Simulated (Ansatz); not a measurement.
We consider Ga₂S₃ (Cc, No. 9), described by LDA (plane waves, PAW; Ansatz, an electronic-structure program).

Run with plane-wave cutoff 520 eV, 6×6×6 k mesh, Fermi–Dirac smearing 0.01 eV, scalar-relativistic PAW data made under PBE.

Computed at the level's own relaxed cell.

### Question
Predict the band gap.

### Answer

- band gap = 1.77 eV (direct)

Spin–orbit coupling is not included.

The computed numbers hold no vibrational or temperature effects.
